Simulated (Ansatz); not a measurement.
Reaction: H2S (sulfane, SMILES S) → HS (SMILES [SH], doublet) + H (doublet) (the H-S bond breaks)
Each species at its own B3LYP-D3(BJ)/def2-TZVP minimum (Ansatz, a first-principles code).

Total energies in hartree (Ansatz). Open shells are spin-unrestricted; no spin-orbit coupling. Correlated methods leave the cores frozen. No relativity. Where a partner has so few electrons that a lower coupled-cluster level is exact, that level stands in.

| species | HF/cc-pV(T+d)Z | CCSD(T)/cc-pV(T+d)Z | HF/cc-pV(Q+d)Z | CCSD(T)/cc-pV(Q+d)Z | CCSD(T)/cc-pV(5+d)Z | CCSDT(Q)/cc-pV(5+d)Z |
|---|---|---|---|---|---|---|
| 1: H2S (sulfane, SMILES S) | -398.71493 | -398.93816 | -398.71899 | -398.95726 | -398.96283 | -398.96390 |
| 2: HS (SMILES [SH], doublet) | -398.10608 | -398.28901 | -398.10985 | -398.30558 | -398.31040 | -398.31149 |
| 3: H (doublet) | -0.49981 | -0.49981 | -0.49995 | -0.49995 | -0.49999 | -0.49999 |

**Question.** Work out the bond dissociation energy (electronic) in kcal/mol: take Hartree-Fock from cc-pV(Q+d)Z, extrapolate the CCSD(T) correlation energy as X^-3 (X = 3, 4), and add CCSDT(Q) - CCSD(T) in cc-pV(5+d)Z. 1 hartree = 627.51 kcal/mol.

**Answer.** 
Species 1: correlation (64·(-0.23827) - 27·(-0.22323))/37 = -0.24925; step -0.00107; E1 = -398.71899 + (-0.24925) + (-0.00107) = -398.96931
Species 2: correlation (64·(-0.19573) - 27·(-0.18293))/37 = -0.20507; step -0.00109; E2 = -398.10985 + (-0.20507) + (-0.00109) = -398.31601
Species 3: correlation (64·(0.00000) - 27·(0.00000))/37 = 0.00000; step +0.00000; E3 = -0.49995 + (0.00000) + (+0.00000) = -0.49995
-1·E1 +1·E2 +1·E3 = 0.15335 hartree = 96.2 kcal/mol.
